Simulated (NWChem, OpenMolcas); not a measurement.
**A ladder of methods for C2F3N (cyanotrifluoromethane)**

C2F3N has 6 atoms, charge 0, and is taken as a singlet. As SMILES, `N#CC(F)(F)F`. The shape is that of a PBE0-D4/def2-TZVP optimisation.

| atom | x (Å) | y (Å) | z (Å) |
| --- | --- | --- | --- |
| N | 1.0221 | -1.7051 | 0.8935 |
| C | 0.4862 | -0.8106 | 0.4178 |
| C | -0.2064 | 0.3456 | -0.1972 |
| F | -1.3160 | -0.0558 | -0.8023 |
| F | 0.5815 | 0.9270 | -1.0915 |
| F | -0.5252 | 1.2348 | 0.7336 |

Quantity: the dipole moment, in D. The values are calculated.

Measured value to compare with: NIST CCCBDB; in doubt, as an older value, an estimate or one at odds with other calculations gives the dipole moment of the gas as 1.33 D.

```tsv
level	kind	program	value (D)	computed − measured
HF/cc-pVDZ	Hartree–Fock	NWChem	1.21	-0.12
SVWN5/cc-pVDZ	LDA	OpenMolcas	1.41	+0.08
PBE/cc-pVDZ	GGA	NWChem	1.44	+0.11
revPBE/cc-pVDZ	GGA	NWChem	1.45	+0.12
M06-L/cc-pVDZ	meta-GGA	OpenMolcas	1.42	+0.09
B3LYP/cc-pVDZ	global hybrid	OpenMolcas	1.32	-0.01
M06-2X/cc-pVDZ	hybrid meta-GGA	OpenMolcas	1.20	-0.13
PBE0/cc-pVDZ	global hybrid	OpenMolcas	1.33	0.00
```

Nearest: PBE0/cc-pVDZ (0.00 D); farthest: M06-2X/cc-pVDZ (-0.13 D). The measured dipole is a vibrational average, so differences of a few hundredths of a debye mean little. Computed less measured by kind, in D (of the ab initio rows, those in cc-pVDZ): Hartree–Fock -0.12; LDA +0.08; GGA +0.11 to +0.12; meta-GGA +0.09; global hybrid -0.13 to +0.00. Magnitudes only.
